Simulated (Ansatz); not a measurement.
We consider 1T (CdI2-type) SnSe2, described by HSE06-D3(BJ) (PAW; Ansatz, a quantum-chemistry and plane-wave program).

Settings: plane-wave cutoff 520 eV, 6×6×4 k mesh (along the axes of the cell as run), scalar-relativistic PAW data made under PBE.

Computed at the level's own relaxed cell.

Q: Predict the elastic constant C66, Poisson ratio, Young modulus, Voigt–Reuss–Hill shear modulus (Hill average), elastic constant C11, elastic constant C12, elastic constant C13, elastic constant C33 and elastic constant C44.

A: 
- elastic constant C66: 44.1 GPa
- Poisson ratio: 0.250
- Young modulus: 60.8 GPa
- Voigt–Reuss–Hill shear modulus (Hill average): 24.3 GPa
- elastic constant C11: 121 GPa
- elastic constant C12: 32.9 GPa
- elastic constant C13: 18.1 GPa
- elastic constant C33: 40.4 GPa
- elastic constant C44: 13.3 GPa

Note: the dispersion coefficients are held fixed in the derivatives.

Elastic constants are with the ions relaxed.

Spin–orbit coupling is not included.

The result took about 2.3 core-hours (a rough figure).
